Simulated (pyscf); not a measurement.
Single points on ωB97X-D3(BJ)/def2-SVP structures (PySCF, gas phase).

Task: Estimate by transition-state theory the rate constant of Br–SiH₂–Br + H• → Br–SiH•–Br + H₂ (doublet surface; H–Si broken, H–H formed) at 1200 K, with ωB97M-D3(BJ)/def2-TZVP energies (ideal gas, 1 atm, RRHO with modes under 100 cm⁻¹ raised to 100, one conformer, R ln 2 for chiral ones without a mode under 150 cm⁻¹; no tunnelling).

Result: The electronic barrier is 4.4 kcal/mol and the thermal terms add +22.3, so ΔG‡ = 26.7 kcal/mol. With k_BT/h = 2.50e+13 s⁻¹ and RT = 2.385 kcal/mol, and a volume of 1.64e-19 cm³ per molecule at 1 atm, k = 5.7e-11 cm³ molecule⁻¹ s⁻¹. Wigner's tunnelling factor for 960i cm⁻¹ would be 1.06. A shift of 1 kcal/mol in the barrier changes k by a factor 1.5. One saddle was located; it need not be the lowest between these sides. The angle at the transferred H is 178°. Elements up to Kr have no core potential and no relativistic terms here.
